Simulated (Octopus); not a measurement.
# SF4 (sulfur tetrafluoride): a chain of runs

Aim: energy and forces (PZ81 LDA), then energy and forces (PZ81 LDA), then energy and forces (PZ81 LDA), then energy and gradient (PZ81 LDA), then energy and gradient (PZ81 LDA) of SF4 (sulfur tetrafluoride). The setting varied is the grid spacing. 

The results are computed with Octopus 16.4.

3 further runs of the same task are left out: 3 set aside as unsound or not needed.

## Step 1: Starting point

The species is SF4 (5 atoms), meant as a singlet with charge 0. As SMILES, `FS(F)(F)F`. The shape is that of a PBE0-D4/def2-TZVP optimisation.

Bond lengths: F1–S2 1.553 Å, S2–F3 1.649 Å, S2–F4 1.649 Å, S2–F5 1.553 Å. Angles: F1–S2–F3 87.6°, F1–S2–F4 87.6°, F1–S2–F5 101.3°, F3–S2–F4 172.5°, F3–S2–F5 87.6°, F4–S2–F5 87.6°.

## Step 2: Energy and gradient at PZ81 LDA (scalar, in the pseudopotentials, pseudodojo_lda potentials, box margin 5 angstrom, extra states 0, grid spacing 0.195 angstrom, mix field default) (run 4)

Launch:

```sh
$ OMP_NUM_THREADS=1 octopus > gs.log
```

Standard output:

```text
Version                : 16.4
[... 61 lines left out ...]
** Warning:
[... 82 lines left out ...]
Converged eigenvectors: 0
#  State  Eigenvalue [eV]  Occupation    Error
[... 9 lines left out ...]
Converged eigenvectors: 0
#  State  Eigenvalue [eV]  Occupation    Error
[... 43 lines left out ...]
Converged eigenvectors: 0
#  State  Eigenvalue [eV]  Occupation    Error
[... 9 lines left out ...]
Converged eigenvectors: 0
#  State  Eigenvalue [eV]  Occupation    Error
[... 6 lines left out ...]
Info: SCF converged in   15 iterations
[... 1 line left out ...]
**   Some of the states are not fully converged!
[... 1 line left out ...]
Octopus emitted 4 warnings.
```

Run time: 19 s. Hardware: 1 thread of Intel Xeon 6975P-C (Granite Rapids), shared host; peak memory 0.13 GiB.

## Step 3: Energy and gradient at PZ81 LDA (scalar, in the pseudopotentials, pseudodojo_lda potentials, box margin 4.99998 angstrom, extra states 0, grid spacing 0.171983 angstrom, mix field default) (run 5)

Launch:

```sh
$ OMP_NUM_THREADS=1 octopus > gs.log
```

Standard output:

```text
Version                : 16.4
[... 61 lines left out ...]
** Warning:
[... 82 lines left out ...]
Converged eigenvectors: 0
#  State  Eigenvalue [eV]  Occupation    Error
[... 9 lines left out ...]
Converged eigenvectors: 0
#  State  Eigenvalue [eV]  Occupation    Error
[... 43 lines left out ...]
Converged eigenvectors: 0
#  State  Eigenvalue [eV]  Occupation    Error
[... 9 lines left out ...]
Converged eigenvectors: 0
#  State  Eigenvalue [eV]  Occupation    Error
[... 6 lines left out ...]
Info: SCF converged in   15 iterations
[... 1 line left out ...]
**   Some of the states are not fully converged!
[... 1 line left out ...]
Octopus emitted 4 warnings.
```

Wall time 29 s (1 thread of Intel Xeon 6975P-C (Granite Rapids), shared host); peak memory 0.18 GiB.

Runs 6 to 7 aren't shown in full; the table further down has their settings and results.

## Step 4: Energy and gradient at PZ81 LDA (scalar, in the pseudopotentials, pseudodojo_lda potentials, box margin 5 angstrom, extra states 0, grid spacing 0.117 angstrom, mix field default) (run 8)

Launch:

```sh
$ OMP_NUM_THREADS=1 octopus > gs.log
```

Standard output:

```text
Version                : 16.4
[... 59 lines left out ...]
** Warning:
[... 1 line left out ...]
** Warning:
[... 77 lines left out ...]
Converged eigenvectors: 0
#  State  Eigenvalue [eV]  Occupation    Error
[... 9 lines left out ...]
Converged eigenvectors: 0
#  State  Eigenvalue [eV]  Occupation    Error
[... 43 lines left out ...]
Converged eigenvectors: 0
#  State  Eigenvalue [eV]  Occupation    Error
[... 9 lines left out ...]
Converged eigenvectors: 0
#  State  Eigenvalue [eV]  Occupation    Error
[... 6 lines left out ...]
Info: SCF converged in   15 iterations
** Warning:
**   Some of the states are not fully converged!
[... 1 line left out ...]
Octopus emitted 3 warnings.
```

Run time: 2 min. Hardware: 1 thread of Intel Xeon 6975P-C (Granite Rapids), shared host; peak memory 0.5 GiB.

## Step 5: The series

```
run                                                                                                                                                                  level  grid spacing  box margin  energy (Eh)  dipole moment (D)  HOMO energy (eV)  wall time
  4           PZ81 LDA (scalar, in the pseudopotentials, pseudodojo_lda potentials, box margin 5 angstrom, extra states 0, grid spacing 0.195 angstrom, mix field default)         0.195           5  -109.532141               0.61             -8.60       19 s
  5  PZ81 LDA (scalar, in the pseudopotentials, pseudodojo_lda potentials, box margin 4.99998 angstrom, extra states 0, grid spacing 0.171983 angstrom, mix field default)      0.171983     4.99998  -109.366550               0.59             -8.56       29 s
  6            PZ81 LDA (scalar, in the pseudopotentials, pseudodojo_lda potentials, box margin 5 angstrom, extra states 0, grid spacing 0.15 angstrom, mix field default)          0.15           5  -109.328258               0.58             -8.56       55 s
  7           PZ81 LDA (scalar, in the pseudopotentials, pseudodojo_lda potentials, box margin 5 angstrom, extra states 0, grid spacing 0.132 angstrom, mix field default)         0.132           5  -109.314408               0.58             -8.56       78 s
  8           PZ81 LDA (scalar, in the pseudopotentials, pseudodojo_lda potentials, box margin 5 angstrom, extra states 0, grid spacing 0.117 angstrom, mix field default)         0.117           5  -109.307434               0.58             -8.55      2 min
```

Convergence of the total energy of singlet SF4 with the grid spacing, against the last point:

```
grid spacing  from the last (mEh)  wall time
     0.195 Å             -224.707       19 s
  0.171983 Å              -59.116       29 s
      0.15 Å              -20.823       55 s
     0.132 Å               -6.974       78 s
     0.117 Å               +0.000      2 min
```

Convergence of the dipole moment of singlet SF4 with the grid spacing, against the last point:

```
grid spacing  from the last (D)  wall time
     0.195 Å            +0.0285       19 s
  0.171983 Å            +0.0064       29 s
      0.15 Å            +0.0026       55 s
     0.132 Å            +0.0008       78 s
     0.117 Å            +0.0000      2 min
```

## Step 6: Summary of results

| quantity | value |
| --- | --- |
| run 8, PZ81 LDA: total energy | -109.30743 Eh |
| run 8, PZ81 LDA: dipole moment | 0.58 D |
| run 8, PZ81 LDA: HOMO energy | -8.55 eV |
| run 8, PZ81 LDA: largest force on an atom | 0.391 eV/Å |

In words: For the total energy of singlet SF4 to stay within 10 mEh of the last point, 0.132 Å is the first point of the series from which all later ones do (78 s against 2 min). For the dipole moment of singlet SF4 to stay within 0.02 D of the last point, 0.171983 Å is the first point of the series from which all later ones do (29 s against 2 min). For the dipole moment of singlet SF4 to stay within 0.005 D of the last point, 0.15 Å is the first point of the series from which all later ones do (55 s against 2 min). Over the runs the total energy spans 6.115 eV. All runs together took 5.1 min, the longest 2 min.
